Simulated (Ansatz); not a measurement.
Consider the substitution at a C–Cl bond: `ClC1C=C1` + H–F → `FC1C=C1` + HCl.

Calculated with Ansatz (gas phase, PBE0-D4/def2-TZVP geometries, no zero-point term in ΔE). CCSD(T)/CBS adds triple-zeta CCSD(T) − MP2 to the extrapolated MP2 energy (def2 sets, frozen cores). This one scheme is used for every species. Functionals use def2-TZVPP.

`ClC1C=C1`:

Cartesian coordinates in Å:
```
Cl -1.904 -0.931 -0.456
C -0.263 -0.585 0.196
C 0.678 0.217 -0.589
C 0.146 0.799 0.439
H 0.029 -1.422 0.821
H 1.306 0.249 -1.462
H 0.006 1.674 1.052
```

H–F:

```xyz
2

F     0.025    0.031   -0.458
H    -0.025   -0.031    0.458
```

`FC1C=C1`:

Cartesian coordinates in Å:
```
F 0.138 -1.592 0.871
C -0.314 -0.325 0.536
C 0.637 0.623 -0.035
C -0.223 0.099 -0.858
H -1.123 -0.062 1.213
H 1.485 1.265 0.134
H -0.600 -0.008 -1.861
```

HCl:

```xyz
2

Cl    0.203    0.355    0.492
H    -0.203   -0.355   -0.492
```

| level | ΔE (kcal/mol) |
| --- | --- |
| r2SCANh-D4 | 1.1 |
| B2PLYP | 1.2 |
| r2SCAN | 0.7 |
| LC-ωPBE | -0.3 |
| RPA@PBE/def2-TZVPP | 0.9 |
| HF/def2-SVP | -4.9 |
| HF/def2-TZVPP | -1.7 |
| HF/def2-QZVPP | -1.6 |

(1) What does CCSD(T)/CBS give? (Estimate.)

Largest T1 diagnostic among the species: 0.011.

Answers

(1) The calculation gave: +3.3 kcal/mol. The listed levels differ from it by -2.2, -2.1, -2.6, -3.6, -2.4, -8.2, -5.0, -4.9 kcal/mol.

Leaving LDA and LC-ωPBE aside and taking each functional with its dispersion term where it has one, the values, not all of them listed here, spread over 3.5 kcal/mol, from CAM-B3LYP-D4 to revPBE-D4. At CCSD(T), def2-SVP lies −5.4 kcal/mol from the extrapolated value and def2-TZVPP −1.4 kcal/mol.
